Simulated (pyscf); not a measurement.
Thermochemistry of product channels of HO–In(OH)–OH (SMILES [OH][In]([OH])[OH]) + H• (SMILES [H]) on the doublet surface, in eV, from ωB97M-D3(BJ)/def2-TZVP energies (ideal gas, 1 atm, RRHO with modes under 100 cm⁻¹ raised to 100, one conformer, R ln 2 for chiral ones without a mode under 150 cm⁻¹). Structures and frequencies: ωB97X-D3(BJ)/def2-SVP in PySCF.

```tsv
products	ΔE	ΔH(298 K)	ΔG(600 K)	ΔG(1200 K)
•O–In(OH)–OH (SMILES [O][In]([OH])[OH]) + H₂ (SMILES [H][H])	+0.52	+0.50	+0.44	+0.40
H₂O (SMILES O) + [HO–In–OH]• (SMILES [OH][In][OH])	-1.67	-1.48	-1.69	-1.79
```

These are energies of the channels, which say nothing of barriers. Elements past Kr carry the def2 core potentials, without spin-orbit coupling.
